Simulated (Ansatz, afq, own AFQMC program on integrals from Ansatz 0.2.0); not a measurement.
# TiH, quartet in def2-TZVP, levels against full CI

```
atom   x (Å)   y (Å)   z (Å)
  Ti  0.0000  0.0000  0.0000
   H  0.0000  0.0000  1.9300
```

Basis def2-TZVP. Noble-gas cores (and the filled d shells of Ga–Kr and In–Xe) are frozen. Integrals, coupled cluster, full CI and functionals: Ansatz 0.2.0; the random walks run on the same integrals in our own AFQMC program. The CISD trial takes its coefficients from CCSD amplitudes. Released means that phaseless walkers are propagated on without the constraint, phases kept. Error bars are statistical, one sigma. The metal's outer-core s and p shells are frozen, which shifts wave-function levels against functionals.

Determinant: ROHF, the one that the program's search chose, which needn't be the lowest solution. The geometry is a point of a scan.

Full CI on the same integrals is exact in this basis and with this determinant's frozen core.

Cautions: no relativity below Rb; outer-core shells of the metal frozen; lower spins were not checked; strong correlation (T1 0.063, weight of the determinant 0.91, largest double 0.07); the released energies have errors that jump between times, so the bars are unsure, so no released level is given (meV from the phaseless value at times in 1/Eh: -5.2 ± 1.4 at 0.60, -10 ± 3 at 1.20, 8 ± 19 at 2.00, -17 ± 5 at 3.00, -15 ± 14 at 4.20); CCSDTQ on the UHF determinant differs (53 meV lower), by its state or its frozen core.

The T1 diagnostic is 0.0628. The weight of the determinant in the CISD state is 0.910 and the size of the correlated space is 5 electrons in 42 orbitals.

```csv
level,correlation energy (eV)
MP2,-1.0848
CCSD,-1.5048
CCSD(T),-1.5440
```

Estimate where full CI lies against CCSD(T) on the same integrals.

3.2 kJ/mol below CCSD(T).

Reference: full CI, correlation energy -1.577 eV.

```
        level  E − E(reference) (kJ/mol)  share of correlation (%)
      CCSD(T)                        3.2                     97.92
        CCSDT                        0.3                     99.83
     CCSDT(Q)                        0.1                     99.96
       CCSDTQ                        0.0                    100.00
ph-AFQMC/CISD                 2.6 ± 0.09                     98.28
```

CCSDT and higher add their correlation energy to the determinant of the CCSD(T) run, since their own runs factorise the integrals more tightly (a shift of under 2 meV).
